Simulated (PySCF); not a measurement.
How the method changes the constants of O₂⁺

State: ²Πg (doublet), unpaired electrons π ↑. Set-up: PySCF, no relativity, basis sets O def2-TZVPPD. De refers to O⁺ + O in their high-spin ground configurations, without counterpoise correction. The functionals are run spin-unrestricted.

```json
{"Level": "UHF", "Re (Å)": "1.061", "ωe (cm⁻¹)": "2490", "De (eV)": "1.44"}
{"Level": "UHF-MP2", "Re (Å)": "1.154", "ωe (cm⁻¹)": "1493", "De (eV)": "7.12"}
{"Level": "UHF-SCS-MP2", "Re (Å)": "1.141", "ωe (cm⁻¹)": "1628", "De (eV)": "6.89"}
{"Level": "UHF-CCSD", "Re (Å)": "1.109", "ωe (cm⁻¹)": "2027", "De (eV)": "5.91"}
{"Level": "UHF-CCSD(T)", "Re (Å)": "1.121", "ωe (cm⁻¹)": "1909", "De (eV)": "6.34"}
{"Level": "LDA", "Re (Å)": "1.111", "ωe (cm⁻¹)": "1999", "De (eV)": "9.22"}
{"Level": "PBE", "Re (Å)": "1.122", "ωe (cm⁻¹)": "1931", "De (eV)": "8.04"}
{"Level": "revPBE", "Re (Å)": "1.125", "ωe (cm⁻¹)": "1913", "De (eV)": "7.63"}
{"Level": "BP86", "Re (Å)": "1.123", "ωe (cm⁻¹)": "1919", "De (eV)": "8.03"}
{"Level": "TPSS", "Re (Å)": "1.120", "ωe (cm⁻¹)": "1938", "De (eV)": "7.27"}
{"Level": "r²SCAN", "Re (Å)": "1.109", "ωe (cm⁻¹)": "2025", "De (eV)": "6.86"}
{"Level": "PBE0", "Re (Å)": "1.098", "ωe (cm⁻¹)": "2129", "De (eV)": "6.84"}
{"Level": "MN15", "Re (Å)": "1.102", "ωe (cm⁻¹)": "2142", "De (eV)": "6.87"}
{"Level": "LC-ωPBE", "Re (Å)": "1.098", "ωe (cm⁻¹)": "2161", "De (eV)": "7.24"}
```

The bond length runs from 1.061 Å (UHF) to 1.154 Å (UHF-MP2). De spans 1.44 eV (UHF, mean field) to 9.22 eV (LDA, local density). Correlation at CCSD(T) changes the Hartree–Fock bond energy by +4.90 eV; the triples alone change it by +0.43 eV.

Correlated steps freeze 2 core orbitals. Counting both spins, an empty level lies below a filled one in some of these solutions, because spin and occupation are held. The state was picked by a PBE0 search and need not be the measured ground state.

The whole job (state search and all levels along the bond) took about 6.7 min on 1 thread of Arm Neoverse V2 (shared host), peak memory 2.4 GiB.
